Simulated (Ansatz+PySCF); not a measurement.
Results of a calculation; reference values are marked as such.
Input for PySCF 2.14.0:

```python
from pyscf import gto, scf, mp

# the (T+d) and (D+d) sets load through basis_set_exchange
mol = gto.M(atom="""
C 0.000000 0.701240 -0.098920
Cl -1.527530 -0.184190 0.010850
Cl 1.527530 -0.184190 0.010850
H 0.000000 1.717040 0.266370
""", basis={'C': 'cc-pvtz', 'Cl': 'cc-pv(t+d)z', 'H': 'cc-pvtz'}, charge=0, spin=1)
mf = scf.UHF(mol)
mf.kernel()
pt = mp.MP2(mf, frozen=11).run()
print(mf.e_tot, pt.e_corr, pt.e_tot)
```

The script is written out from the run's settings.

Output:

```yaml
Converged: yes
Reference_energy: -957.44803 hartree
Correlation_energy: -0.51746 hartree
Total_energy: -957.96549 hartree
Spin_squared_of_the_determinant: 0.771
```
